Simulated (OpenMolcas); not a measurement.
**SiS⁺ at 2.098 Å: OpenMolcas input and output**

Input (each module block was a call of its own in one work directory; start orbitals came from a preliminary run):

```
&GATEWAY
Coord
2
angstrom
S 0.0 0.0 0.0
Si 0.0 0.0 2.0980
Basis=ANO-RCC-VTZP
Group=XY
RX2C
AMFI
ANGMom
0.0 0.0 0.0
RICD
&SEWARD
&GUESSORB
* RASSCF and CASPT2 blocks for each multiplicity and irrep, as for the first:
&RASSCF
FileOrb=$CurrDir/o22.orb
Symmetry=2
Spin=2
nActEl=7 0 0
Inactive=7 4
RAS2=3 4
CIRoot=8 8 1
Linear
Iterations=120 100
OrbListing=Nothing
PRWF=0.15
>>COPY $Project.RasOrb $CurrDir/o22.orb
>>COPY $Project.rasscf.h5 $CurrDir/r22.h5
&CASPT2
XMultistate=all
Imaginary=0.2
IPEA=0.25
MaxIter=40
>>COPY $Project.JobMix JOB001
&RASSI
Nr of JobIphs=5 8 7 5 2 1
1 2 3 4 5 6 7 8
1 2 3 4 5 6 7
1 2 3 4 5
1 2
1
SpinOrbit
EJob
Omega
MEES
MESO
Properties=4
'AngMom' 3 'Mltpl  1' 1 'Mltpl  1' 2 'Mltpl  1' 3
Thrs=1.0d-4
>>COPY $Project.rassi.h5 $CurrDir/so.h5
```

```bash
pymolcas m.inp
```

C2 symmetry about the axis (a holds Σ, Δ, Γ; b holds Π, Φ, H; Σ⁺ and Σ⁻ are not told apart); roots by multiplicity and irrep: 2b 8, 2a 7, 4a 5, 4b 2, 6a 1.

RASSI part of the output, in excerpt:

```
SPIN-FREE ENERGIES:
  (Shifted by EMIN (a.u.) =       -688.1087808732)
 SF State       Relative EMIN(au)   Rel lowest level(eV)    D:o, cm**(-1)      Abs_M
     1             0.0000000000        0.0000000000              0.0000         1.0
     2             0.0000000000        0.0000000000              0.0000         1.0
     9             0.0120336984        0.3274536164           2641.0915         0.0
    16             0.1043193803        2.8386749513          22895.4575         0.0
    17             0.1207880236        3.2868095647          26509.9070         2.0
    18             0.1208845655        3.2894366041          26531.0955         2.0
    10             0.1314782465        3.5777053488          28856.1397         0.0
    19             0.1322977505        3.6000051894          29036.0000         0.0
    21             0.1327433833        3.6121314732          29133.8051         1.0
    22             0.1327433833        3.6121314732          29133.8051         1.0
    11             0.1444296558        3.9301311492          31698.6455         0.0
    12             0.1456949549        3.9645616920          31976.3465         2.0
    13             0.1459157425        3.9705696295          32024.8038         2.0
     4             0.1541453740        4.1945093089          33830.9991         1.0
     3             0.1541453740        4.1945093089          33830.9991         1.0
     5             0.1666506747        4.5347958767          36575.5954         1.0
     6             0.1666506747        4.5347958767          36575.5954         1.0
    14             0.1713236562        4.6619541831          37601.1963         2.0
    15             0.1715881273        4.6691508062          37659.2410         2.0
     8             0.1857265863        5.0538778760          40762.2741         3.0
     7             0.1857265863        5.0538778760          40762.2741         3.0
    23             0.2254085984        6.1336804348          49471.4690         0.0
    20             0.2420620660        6.5868443728          53126.4827         0.0
++ Dipole transition strengths (spin-free states):
     for osc. strength at least  1.00000000E-05
      From   To        Osc. strength     Einstein coefficients Ax, Ay, Az (sec-1)    Total A (sec-1)
         1    9       5.05728996E-04  2.35168736E+03  1.34005659E+00  0.00000000E+00  2.35302741E+03
         1   10       3.45120569E-03  1.91578391E+06  1.07228650E+03  0.00000000E+00  1.91685620E+06
         1   11       1.71851020E-04  6.97109792E+01  1.15109938E+05  0.00000000E+00  1.15179649E+05
         1    4       1.08933683E-02  0.00000000E+00  0.00000000E+00  8.31637494E+06  8.31637494E+06
         1    3       6.54984406E-04  0.00000000E+00  0.00000000E+00  5.00037799E+05  5.00037799E+05
         1    5       2.01438121E-03  0.00000000E+00  0.00000000E+00  1.79749088E+06  1.79749088E+06
         1   14       1.13395759E-02  1.88632124E+05  1.05054216E+07  0.00000000E+00  1.06940537E+07
         1   15       1.13412927E-02  1.05406671E+07  1.88052844E+05  0.00000000E+00  1.07287199E+07
         2    9       5.05728997E-04  1.34005659E+00  2.35168736E+03  0.00000000E+00  2.35302742E+03
         2   10       3.45120569E-03  1.07228649E+03  1.91578391E+06  0.00000000E+00  1.91685620E+06
         2   11       1.71851004E-04  1.15109927E+05  6.97109961E+01  0.00000000E+00  1.15179638E+05
         2    4       6.54984403E-04  0.00000000E+00  0.00000000E+00  5.00037797E+05  5.00037797E+05
         2    3       1.08933681E-02  0.00000000E+00  0.00000000E+00  8.31637482E+06  8.31637482E+06
         2    6       2.01438131E-03  0.00000000E+00  0.00000000E+00  1.79749097E+06  1.79749097E+06
         2   14       1.13395757E-02  1.05054215E+07  1.88632125E+05  0.00000000E+00  1.06940536E+07
         2   15       1.13412927E-02  1.88052842E+05  1.05406672E+07  0.00000000E+00  1.07287200E+07
         9   10       8.86846931E-04  0.00000000E+00  0.00000000E+00  4.06529638E+05  4.06529638E+05
         9    4       1.55149184E-04  9.62790208E+04  4.39557621E+03  0.00000000E+00  1.00674597E+05
         9    3       1.55149188E-04  4.39557607E+03  9.62790235E+04  0.00000000E+00  1.00674600E+05
         9    5       2.07378907E-03  1.59037269E+06  2.53208880E+03  0.00000000E+00  1.59290478E+06
         9    6       2.07378903E-03  2.53208888E+03  1.59037266E+06  0.00000000E+00  1.59290475E+06
         9    8       2.16292447E-05  2.78738824E+01  2.09381613E+04  0.00000000E+00  2.09660351E+04
         9    7       2.16292471E-05  2.09381636E+04  2.78739277E+01  0.00000000E+00  2.09660375E+04
        16   21       3.40278285E-04  8.83314276E+03  7.04636777E-03  0.00000000E+00  8.83314981E+03
        16   22       3.40278263E-04  7.04498221E-03  8.83314221E+03  0.00000000E+00  8.83314925E+03
        16   20       1.30714648E-03  0.00000000E+00  0.00000000E+00  7.96842030E+05  7.96842030E+05
        17   21       2.65860334E-04  9.54180623E+01  1.12550900E+03  0.00000000E+00  1.22092706E+03
        17   22       2.65860310E-04  1.12550891E+03  9.54180353E+01  0.00000000E+00  1.22092695E+03
        18   21       2.63713439E-04  1.09846238E+03  9.31251074E+01  0.00000000E+00  1.19158748E+03
        18   22       2.63713454E-04  9.31251035E+01  1.09846245E+03  0.00000000E+00  1.19158755E+03
        10    4       8.32956453E-05  1.30898286E+03  6.60914034E+01  0.00000000E+00  1.37507426E+03
        10    3       8.32956428E-05  6.60914058E+01  1.30898281E+03  0.00000000E+00  1.37507422E+03
        10    5       8.12557756E-04  3.22489577E+04  4.86105852E+01  0.00000000E+00  3.22975683E+04
        10    6       8.12557768E-04  4.86105834E+01  3.22489582E+04  0.00000000E+00  3.22975688E+04
        19   21       1.42182297E-05  3.58692657E-09  9.07215618E-02  0.00000000E+00  9.07215654E-02
        19   22       1.42182304E-05  9.07215665E-02  3.58682217E-09  0.00000000E+00  9.07215700E-02
        21   20       1.09146937E-03  4.19093486E+05  2.93683616E-01  0.00000000E+00  4.19093779E+05
        22   20       1.09146937E-03  2.93681353E-01  4.19093487E+05  0.00000000E+00  4.19093780E+05
        11    4       2.56413188E-04  3.59288613E+01  7.41751369E+02  0.00000000E+00  7.77680230E+02
        11    3       2.56413153E-04  7.41751252E+02  3.59288703E+01  0.00000000E+00  7.77680122E+02
        11    5       1.44538740E-05  5.88200308E-01  2.28721848E+02  0.00000000E+00  2.29310048E+02
        11    6       1.44538824E-05  2.28721978E+02  5.88201908E-01  0.00000000E+00  2.29310180E+02
        12    4       8.20429249E-05  1.29843105E+01  1.75254214E+02  0.00000000E+00  1.88238525E+02
        12    3       8.20429667E-05  1.75254316E+02  1.29843043E+01  0.00000000E+00  1.88238620E+02
        12    5       1.09010902E-04  2.50104672E+00  1.53560394E+03  0.00000000E+00  1.53810499E+03
        12    6       1.09010910E-04  1.53560405E+03  2.50104593E+00  0.00000000E+00  1.53810510E+03
        12   14       3.13638920E-04  0.00000000E+00  0.00000000E+00  6.61902517E+03  6.61902517E+03
        12    8       9.11176231E-04  4.63774514E+04  5.38426081E+02  0.00000000E+00  4.69158775E+04
        12    7       9.11176332E-04  5.38426012E+02  4.63774567E+04  0.00000000E+00  4.69158827E+04
        13    4       6.35996201E-05  1.26915513E+02  1.14813268E+01  0.00000000E+00  1.38396840E+02
        13    3       6.35996070E-05  1.14813266E+01  1.26915485E+02  0.00000000E+00  1.38396812E+02
        13    5       1.94856950E-04  2.69156455E+03  1.68705095E-01  0.00000000E+00  2.69173326E+03
        13    6       1.94856937E-04  1.68705445E-01  2.69156437E+03  0.00000000E+00  2.69173308E+03
        13   15       3.33506980E-04  0.00000000E+00  0.00000000E+00  7.06233372E+03  7.06233372E+03
        13    8       8.12282256E-04  4.71778292E+02  4.08920392E+04  0.00000000E+00  4.13638175E+04
        13    7       8.12282171E-04  4.08920349E+04  4.71778350E+02  0.00000000E+00  4.13638132E+04
         4    5       6.86786957E-04  0.00000000E+00  0.00000000E+00  3.45081122E+03  3.45081122E+03
         4    6       4.49613913E-05  0.00000000E+00  0.00000000E+00  2.25911794E+02  2.25911794E+02
         4   14       1.13141961E-04  1.53952128E+02  9.18786833E+02  0.00000000E+00  1.07273896E+03
         4   15       1.31844628E-04  1.13147867E+03  1.57374361E+02  0.00000000E+00  1.28885303E+03
         4    7       2.07575618E-05  0.00000000E+00  0.00000000E+00  6.65188632E+02  6.65188632E+02
         3    5       4.49613892E-05  0.00000000E+00  0.00000000E+00  2.25911783E+02  2.25911783E+02
         3    6       6.86787009E-04  0.00000000E+00  0.00000000E+00  3.45081147E+03  3.45081147E+03
         3   14       1.13141953E-04  9.18786744E+02  1.53952141E+02  0.00000000E+00  1.07273889E+03
         3   15       1.31844641E-04  1.57374347E+02  1.13147881E+03  0.00000000E+00  1.28885316E+03
         3    8       2.07575693E-05  0.00000000E+00  0.00000000E+00  6.65188872E+02  6.65188872E+02
         5   14       2.11109160E-05  3.27915896E-01  1.44838247E+01  0.00000000E+00  1.48117406E+01
         5   15       3.35656648E-05  2.60886074E+01  2.02689747E-01  0.00000000E+00  2.62912971E+01
         5    7       2.48459168E-04  0.00000000E+00  0.00000000E+00  2.90493563E+03  2.90493563E+03
         6   14       2.11109173E-05  1.44838256E+01  3.27915849E-01  0.00000000E+00  1.48117415E+01
         6   15       3.35656618E-05  2.02689763E-01  2.60886050E+01  0.00000000E+00  2.62912948E+01
         6    8       2.48459070E-04  0.00000000E+00  0.00000000E+00  2.90493448E+03  2.90493448E+03
        14    8       1.37039227E-04  8.87072534E+02  2.63200649E+01  0.00000000E+00  9.13392599E+02
        14    7       1.37039218E-04  2.63200688E+01  8.87072467E+02  0.00000000E+00  9.13392536E+02
        15    8       9.17118792E-05  3.45746935E+01  5.54459669E+02  0.00000000E+00  5.89034363E+02
        15    7       9.17118860E-05  5.54459717E+02  3.45746891E+01  0.00000000E+00  5.89034407E+02
 Electric-quadrupole - electric-quadrupole not included
 Electric-dipole - electric-octupole not included
 Electric-dipole - magnetic-quadrupole not included
   Eigenvalues of complex Hamiltonian:
  (Shifted by EMIN (a.u.) =       -688.1087808732)
 SO State       Relative EMIN(au)   Rel lowest level(eV)    D:o, cm**(-1)      Omega
     1            -0.0007170417        0.0000000000              0.0000         1.5
     2            -0.0007170417        0.0000000000              0.0000         1.5
     3             0.0006735985        0.0378412471            305.2102         0.5
     4             0.0006735985        0.0378412471            305.2102         0.5
     5             0.0120583565        0.3476362967           2803.8758         0.5
     6             0.0120583565        0.3476362967           2803.8758         0.5
     7             0.1042563032        2.8564702347          23038.9862         1.5
     8             0.1042563032        2.8564702347          23038.9862         1.5
     9             0.1043013387        2.8576957129          23048.8703         0.5
    10             0.1043013387        2.8576957129          23048.8703         0.5
    11             0.1205185842        3.2989894448          26608.1443         3.5
    12             0.1205185842        3.2989894448          26608.1443         3.5
    13             0.1206697351        3.3031024679          26641.3181         2.5
    14             0.1206697351        3.3031024679          26641.3181         2.5
    15             0.1208912029        3.3091289161          26689.9247         1.6
    16             0.1208912029        3.3091289161          26689.9247         1.6
    17             0.1211292578        3.3156067186          26742.1717         0.6
    18             0.1211292578        3.3156067186          26742.1717         0.6
    19             0.1310871792        3.5865755642          28927.6828         0.5
    20             0.1310871792        3.5865755642          28927.6828         0.5
    21             0.1322075532        3.6170624952          29173.5765         1.5
    22             0.1322075532        3.6170624952          29173.5765         1.5
    23             0.1323214552        3.6201619260          29198.5751         0.5
    24             0.1323214552        3.6201619260          29198.5751         0.5
    25             0.1324541028        3.6237714510          29227.6879         0.5
    26             0.1324541028        3.6237714510          29227.6879         0.5
    27             0.1328888222        3.6356007679          29323.0977         0.5
    28             0.1328888222        3.6356007679          29323.0977         0.5
    29             0.1330103165        3.6389067959          29349.7626         1.5
    30             0.1330103165        3.6389067959          29349.7626         1.5
    31             0.1331280561        3.6421106548          29375.6035         2.5
    32             0.1331280561        3.6421106548          29375.6035         2.5
    33             0.1444083533        3.9490631767          31851.3426         0.5
    34             0.1444083533        3.9490631767          31851.3426         0.5
    35             0.1453562465        3.9748566663          32059.3811         1.5
    36             0.1453562465        3.9748566663          32059.3811         1.5
    37             0.1462845402        4.0001168253          32263.1180         2.5
    38             0.1462845402        4.0001168253          32263.1180         2.5
    39             0.1540481081        4.2113742699          33967.0242         0.5
    40             0.1540481081        4.2113742699          33967.0242         0.5
    41             0.1543114318        4.2185396708          34024.8171         1.5
    42             0.1543114318        4.2185396708          34024.8171         1.5
    43             0.1663216731        4.5453549878          36660.7604         0.6
    44             0.1663216731        4.5453549878          36660.7604         0.6
    45
...
```

Only roots inside an energy window near the equilibrium distance were included, so the list of states is not complete; labels number the states computed. Each spin and symmetry block has orbitals of its own, averaged over its own roots, so gaps between blocks are less sure than gaps within one and near the minimum can be off by tenths of an eV, in bad cases by more. No Rydberg orbitals are active, so Rydberg states, and σ→σ* states whose orbital the CASSCF left unused, can be missing between those listed. CASPT2 splits the two components of degenerate states numerically, here by up to 58 cm⁻¹. No roots were computed in block 6b (none fell in the window or the block failed), so states of that kind are missing and can lie low or lowest.
